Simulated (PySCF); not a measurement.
**NaS: bond curves at several levels of theory**

One job finds the state of NaS, follows it along the bond with each method and fits the curves.

Program: PySCF 2.14.0. Level of theory: Na def2-TZVPP, S def2-TZVPP, no relativity. These are calculated values, not measurements.

### 1 Set-up

A driver script around PySCF takes these settings:

```yaml
atoms: Na, S
charge: 0
basis: Na def2-TZVPP, S def2-TZVPP
Hamiltonian: no relativity
basis_functions: 74
electrons_treated: 27
masses_in_u: 22.9898, 31.9721
levels: PBE0, PBE, r²SCAN, TPSS, PW91, r²SCAN0, BP86, ωB97X-V, HF, MP2, SCS-MP2, CCSD, CCSD(T)
grid: 80 radial by 434 angular points
occupations: held fixed by the projection of orbital angular momentum
dissociation_limit: Na + S, each in its ground configuration
starting_distance_in_angstrom: 2.560
values_of_2S_to_try: 1, 3
```

Launch:

```bash
> OMP_NUM_THREADS=1 python dia.py task.json out
```

The runs that follow: The PBE0 curve of the state that the search chose; Higher solutions at PBE0; PBE (GGA); r²SCAN (meta-GGA); TPSS (meta-GGA); PW91 (GGA); r²SCAN0; BP86 (GGA); ωB97X-V (range-separated hybrid); UHF (mean field); MP2 and coupled cluster.

Before running it: what results should come out? Wanted: for each run, Re; ωe; De; μ.

The runs gave:

Lowest PBE0 solution found, without spin–orbit coupling: ²Π (doublet), unpaired electrons π ↑. State 2 has its PBE0 minimum 0.56 eV higher. State 3 has its PBE0 minimum 2.49 eV higher. The other levels ran on the lowest alone.

| level | Re (Å) | ωe (cm⁻¹) | De (eV) | μ (D) |
| --- | --- | --- | --- | --- |
| UHF | 2.513 | 332 | 1.48 | -9.17 |
| UHF-MP2 | 2.486 | 333 | 2.41 | n/a |
| UHF-SCS-MP2 | 2.491 | 332 | 2.42 | n/a |
| UHF-CCSD | 2.487 | 332 | 2.34 | n/a |
| UHF-CCSD(T) | 2.487 | 331 | 2.41 | n/a |
| PBE | 2.496 | 322 | 2.60 | -7.76 |
| PW91 | 2.494 | 322 | 2.66 | -7.75 |
| BP86 | 2.504 | 319 | 2.63 | -8.04 |
| TPSS | 2.503 | 321 | 2.66 | -8.09 |
| r²SCAN | 2.494 | 330 | 2.67 | -8.45 |
| PBE0 | 2.484 | 332 | 2.53 | -8.29 |
| r²SCAN0 | 2.486 | 335 | 2.59 | -8.65 |
| ωB97X-V | 2.482 | 339 | 2.70 | -8.66 |

De is counted to Na + S in their ground configurations. A positive dipole means Na(−)S(+).

Differences from CCSD(T) in the same basis:

| level | Re (mÅ) | ωe (%) |
| --- | --- | --- |
| UHF | +26 | +0.3 |
| UHF-MP2 | -1 | +0.6 |
| UHF-SCS-MP2 | +4 | +0.1 |
| UHF-CCSD | 0 | +0.4 |
| PBE | +9 | -2.8 |
| PW91 | +7 | -2.8 |
| BP86 | +17 | -3.8 |
| TPSS | +16 | -2.9 |
| r²SCAN | +7 | -0.4 |
| PBE0 | -3 | +0.3 |
| r²SCAN0 | -1 | +1.2 |
| ωB97X-V | -5 | +2.3 |

**Reading.** Judged by CCSD(T) in the same basis: best bond length UHF-CCSD (0 mÅ), worst UHF (+26 mÅ); best wavenumber UHF-SCS-MP2 (+0.1 %), worst BP86 (-3.8 %). Of the levels with a De here, UHF gives the least (1.48 eV) and ωB97X-V the most (2.70 eV).

Correlated steps freeze 6 core orbitals.
